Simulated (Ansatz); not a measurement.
Predict the output of the script below (Ansatz 0.2.0 through its Python package).

`c3h7.xyz`
```text
10

C    -0.88812    0.79225   -0.46227
C     0.17404   -0.15460   -0.42322
C     0.76748   -0.68298    0.75817
H    -1.72416    0.37278   -1.04436
H    -0.61503    1.64108   -1.10662
H    -1.23144    1.13187    0.51211
H     0.56998   -0.49984   -1.37703
H     0.75978   -1.78284    0.71939
H     0.33442   -0.31876    1.68698
H     1.85306   -0.49895    0.73684
```

`field_c3h7.py`
```python
# -*- coding: utf-8 -*-
"""Dipole of C3H7(+) in the field of point charges."""

from dataclasses import dataclass

import ansatz as az
import numpy as np


@dataclass(frozen=True)
class RunConfig:
    basis: str = "def2-SVPD"
    functional: str = "pbe"
    charge: int = 1


opts = RunConfig()


def main():
    system = az.Crystal.molecule_from_extxyz("c3h7.xyz")

    setup = (
        system.calculation()
        .basis(gaussian=opts.basis)
        .functional(opts.functional)
        .charge(opts.charge)
        .forces()  # minus the gradient of the free energy
    )
    # charges +q and -q at -R and +R make a nearly even field 2 k q / R^2 at the centre
    centre = np.mean([site.position_ang for site in system.cartesian_sites], axis=0)
    field = 2 * 14.399645 * 4.0 / 30.0 ** 2


    def dipole(axis, sign):
        arm = 30.0 * np.eye(3)[axis]
        pair = [{"charge": sign * 4.0, "position_ang": (centre - arm).tolist()}, {"charge": -sign * 4.0, "position_ang": (centre + arm).tolist()}]
        deck = setup.input().set(az.key.basis.gaussian.point_charges, pair)
        return np.array(az.Session.from_dict(deck).plan().execute().report["charge_distribution"]["dipole_moment_e_ang"])


    print(f"field {field:.4f} V/A")
    alpha = np.array([(dipole(axis, 1) - dipole(axis, -1)) / (2 * field) * 14.399645 for axis in range(3)])
    print("polarisability tensor (A^3)")
    print(np.array2string(alpha, precision=3, suppress_small=True))
    print(f"mean {np.trace(alpha) / 3:.3f} A^3 = {np.trace(alpha) / 3 / 0.14818471:.2f} bohr^3")


if __name__ == "__main__":
    main()
```

Running `python field_c3h7.py` prints:
```text
field 0.1280 V/A
polarisability tensor (A^3)
[[ 5.514 -1.274  0.842]
 [-1.276  5.164 -0.734]
 [ 0.835 -0.728  5.207]]
mean 5.295 A^3 = 35.73 bohr^3
```

The geometry is a force-field or estimated start, not a minimum of this method, and the basis set is short of its limit. The field of two point charges is only nearly even. Hardware and time: 10 s on 1 thread of AMD EPYC 9B14 (Zen 4), with other jobs on the host, peak memory 0.2 GiB.
